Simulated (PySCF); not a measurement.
# BCl and its ions

RHF-MP2; B 6-311G(d,p), Cl 6-311G(d,p); no relativity (PySCF 2.14). Neutral (RHF): singlet (closed shell), Re = 1.711 Å, ωe = 884 cm⁻¹, De = 5.13 eV.

BCl⁺ (UHF): doublet (σ ↑), Re = 1.597 Å, ωe = 1197 cm⁻¹, De = 3.83 eV to B⁺ + Cl. The energies at the minima are -484.34306 hartree for BCl and -483.99560 for BCl⁺.

Task: Work out the adiabatic ionisation energy, without and with harmonic zero-point energies (1 hartree = 27.2114 eV, 1 eV = 8065.5 cm⁻¹), and the change of the bond length.

Result: At MP2: 0.34746 hartree = 9.455 eV between the minima; the zero-point term (1197.0 − 884.0)/2 cm⁻¹ = +0.019 eV makes it 9.474 eV. Re changes by -11.4 pm against the neutral. The electron leaves a σ orbital, and the shorter bond of the ion fits an antibonding orbital, or a change in how ionic the bond is.

Correlated steps freeze 6 core orbitals. For an ion De counts to the pair picked by the measured ionisation energies or electron affinities, which need not be the lowest pair at this level. Where the molecule has an RHF reference, its open-shell atoms are computed with UHF. States were picked by a PBE0 search and need not be the measured ground states.

Neutral and ion stand on different kinds of reference determinant, which adds to the error of the difference.
